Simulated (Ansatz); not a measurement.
Geometry optimisation, UKS PBE-D4/def2-SVP in Ansatz.

input.yaml

```yaml
crystal:
  periodic: [false, false, false]
  atoms:
    - { symbol: Al, position_ang: [-1.526415, 0.063441, -1.99071] }
    - { symbol: H, position_ang: [-0.181988, 0.826445, -1.862514] }
    - { symbol: H, position_ang: [-1.573891, -1.391192, -2.656165] }
    - { symbol: H, position_ang: [-2.873999, 0.751996, -1.454325] }
    - { symbol: H, position_ang: [0.74298, 0.280715, -0.257744] }
    - { symbol: O, position_ang: [0.434351, -0.314848, 0.450777] }
    - { symbol: C, position_ang: [1.111855, -0.091352, 1.670971] }
    - { symbol: H, position_ang: [0.455188, -0.458697, 2.490111] }
    - { symbol: H, position_ang: [1.332802, 0.986995, 1.872534] }
    - { symbol: H, position_ang: [2.079218, -0.653505, 1.737066] }
magnetization:
  spin_polarized: true
basis:
  gaussian: { orbitals: def2-SVP }
hamiltonian:
  xc: pbe
  dispersion: d4
relax:
  f_tol: 0.03
  max_steps: 50
output:
  orbitals: {}
```

Run as:

```bash
$ ansatz run input.yaml --threads 2 --pin off --max-ram 3072MiB --backend cpu --events-out ev --progress --plain --runs-dir out
```

Problem. Where does it end, and by what steps?

Solution. The forces met the threshold. The force dipped under the threshold on the way, but the program's further checks kept it going. After 19 steps the energy has fallen by 0.941 eV; H4 moved furthest, 1.54 Å. Joined: Al1–O6 (3.15 → 2.03 Å).

```
step  energy less start (eV)  largest force component (eV/Å)  accepted
   0                  0.0000                           0.684       yes
   1                 -0.1372                           0.295       yes
   2                 -0.2949                           0.532       yes
   3                 -0.4734                           0.494       yes
   4                 -0.6384                           0.500       yes
   5                 -0.7423                           0.626       yes
   6                 -0.8182                           0.417       yes
   7                 -0.8738                           0.228       yes
   8                 -0.9072                           0.519       yes
   9                 -0.9187                           0.372       yes
  10                 -0.9267                           0.126       yes
  11                 -0.9335                           0.083       yes
  12                 -0.9381                           0.033       yes
  13                 -0.9230                           0.467        no
  14                 -0.9275                           0.201        no
  15                 -0.9396                           0.007       yes
  16                 -0.9398                           0.097       yes
  17                 -0.9406                           0.035       yes
  18                 -0.9407                           0.039       yes
  19                 -0.9411                           0.018       yes
```

```xyz
10
Properties=species:S:1:pos:R:3
Al -0.985 0.084 -1.283
H -0.260 0.699 -2.588
H -1.431 -1.463 -1.267
H -1.842 1.104 -0.364
H 1.327 0.700 -0.398
O 0.707 -0.020 -0.174
C 0.642 -0.222 1.251
H -0.017 -1.094 1.412
H 0.209 0.661 1.764
H 1.651 -0.450 1.648
```

Whether the end is a true minimum wasn't checked by a vibrational analysis.

Run time: 24 s on 2 threads of INTEL(R) XEON(R) PLATINUM 8581C CPU @ 2.10GHz (Emerald Rapids), on a shared host, peak memory 0.17 GiB.
